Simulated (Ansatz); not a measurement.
What does this script print? It uses Ansatz 0.2.0 through its Python package.

`ch4si.py`
```python
"""Active-space calculation on CH4Si."""

import ansatz as az

GEOMETRY = """
C    -0.14285   -0.38469   -0.43893
Si    0.76864    0.34350    1.06294
H    -1.19993   -0.51693   -0.21789
H     0.26747   -1.35059   -0.71579
H    -0.05776    0.27762   -1.29798
H     0.36443    1.63110    1.60766
"""


def main() -> None:
    ch4si = az.Crystal.molecule()
    for line in GEOMETRY.strip().splitlines():
        symbol, *xyz = line.split()
        ch4si = ch4si.atom(symbol, [float(v) for v in xyz])

    setup = ch4si.calculation().basis(gaussian="def2-SVP").correlation(active_electrons=2, active_orbitals=2)
    for method in [None, "sc_nevpt2"]:
        data = (setup if method is None else setup.correlation(method)).run(threads=1, backend="cpu").report
        space = data["configurations"]
        state = space["states"][0]
        print(method or "casscf", f"total {data['free_energy_ev'] / 27.211386246:.6f} Ha, active-space state {state['energy']['hartree']:.6f} Ha, mean field {data['reference_energy_ev'] / 27.211386246:.6f} Ha")
        print("  determinants", state["n_determinants"], " natural occupations", [round(n, 3) for n in space["natural_occupations"]])
    print("effectively unpaired electrons, sum of min(n, 2 - n):", round(sum(min(n, 2 - n) for n in space["natural_occupations"]), 3))


if __name__ == "__main__":
    main()
```

Running `python ch4si.py` prints:
```text
casscf total -328.946490 Ha, active-space state -328.946490 Ha, mean field -328.925381 Ha
  determinants 4  natural occupations [1.891, 0.109]
sc_nevpt2 total -329.158851 Ha, active-space state -328.946479 Ha, mean field -328.925381 Ha
  determinants 4  natural occupations [1.891, 0.109]
effectively unpaired electrons, sum of min(n, 2 - n): 0.218
```

Total energies depend on the basis set; only differences at equal settings carry meaning. The geometry is a force-field or estimated start, not a minimum of this method, and the basis set is short of its limit. The active space starts as a window about the frontier orbitals and is then optimised, not chosen by chemistry. Timing: 4 s on 1 thread of Arm Neoverse N1, with other jobs on the host, peak memory 0.15 GiB.
